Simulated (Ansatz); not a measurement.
**CS (carbon monosulfide): the energy, rung by rung**

The species is CS (2 atoms), meant as a singlet with charge 0. As SMILES, `[C-]#[S+]`. The bond length is the measured one. The run starts from this shape.

```xyz
2

C     0.0000    0.0000    0.0000
S     0.0000    0.0000    1.5349
```

Quantity: the adiabatic ionisation energy (to the doublet cation, no zero-point term), in eV. The values are calculated.

```json
{"level": "PBE-D3(BJ)/def2-TZVP", "kind": "GGA", "program": "Ansatz", "value (eV)": "11.24", "CPU time (all runs)": "5.2 s"}
{"level": "r2SCAN/def2-TZVP", "kind": "meta-GGA", "program": "Ansatz", "value (eV)": "11.16", "CPU time (all runs)": "9.4 s"}
{"level": "B3LYP-D4/def2-TZVP", "kind": "global hybrid", "program": "Ansatz", "value (eV)": "11.42", "CPU time (all runs)": "6.2 s"}
{"level": "wB97X-V/def2-TZVP", "kind": "range-separated hybrid", "program": "Ansatz", "value (eV)": "11.46", "CPU time (all runs)": "19 s"}
{"level": "CCSD(T)/def2-TZVP", "kind": "coupled cluster or CI", "program": "Ansatz", "value (eV)": "11.28", "CPU time (all runs)": "2 min"}
```

The values span 11.16 to 11.46 eV. Spin contamination of the reference (⟨S²⟩ at least 0.1 too high) touches CCSD(T)/def2-TZVP. The coupled-cluster rows rest on a doubtful reference here (large T1 or Brueckner and Hartree–Fock orbitals at odds), and rows may lie in different states. CPU times are rough (shared hosts, several kinds of processor): they show what a rung costs within a factor of a few.
